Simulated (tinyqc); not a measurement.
Inside a calculation. Method: geometry optimisation on the RHF/sto-3g surface (energies and gradients from PySCF), for LiH, spin multiplicity 1. One step of it, computed by the program tinyqc.

Question. Step 1: move. Quasi-Newton step p = -H^(-1) g (first H = 0.3 times the unit matrix); steps longer than 0.3 bohr are cut back.

positions at the start (bohr):
```
            x         y         z
1Li  0.000000  0.000000  0.000000
2H   0.000000  0.000000  3.380720
```

gradient (hartree/bohr):
```
              x           y            z
1Li  0.00000000  0.00000000  -0.04185508
2H   0.00000000  0.00000000   0.04185508
```

Give: positions after step 1.

Answer.

positions after step 1 (bohr):
```
          x       y       z
1Li  0.0000  0.0000  0.1395
2H   0.0000  0.0000  3.2412
```
